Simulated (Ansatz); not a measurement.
Species: C$_{4}$H$_{8}$, SMILES `C=CCC` (C–C–C–C torsion 120°) (charge 0, multiplicity 1).

Question: Give a relaxed geometry from B3LYP-D3(BJ)/def2-TZVP run with Ansatz (a first-principles code).

Answer: This is not unique; one that fits is the end point of this relaxation, one of several conformers (outside a Z-matrix the atoms follow the SMILES, hydrogens last).
Bonds (Å): C1–C2 1.327, C1–H5 1.085, C1–H6 1.082, C2–C3 1.498, C2–H7 1.088, C3–C4 1.532, C3–H8 1.096, C3–H9 1.093, C4–H10 1.091, C4–H11 1.091, C4–H12 1.092. Bond angles (°): C2–C1–H5 121.4, C2–C1–H6 121.8, H5–C1–H6 116.8, C1–C2–C3 125.3, C1–C2–H7 119.0, C3–C2–H7 115.7, C2–C3–C4 112.5, C2–C3–H8 109.1, C2–C3–H9 109.5, C4–C3–H8 108.8, C4–C3–H9 110.0, H8–C3–H9 106.7, C3–C4–H10 111.1, C3–C4–H11 110.8, C3–C4–H12 111.0, H10–C4–H11 108.2, H10–C4–H12 107.8, H11–C4–H12 107.7.
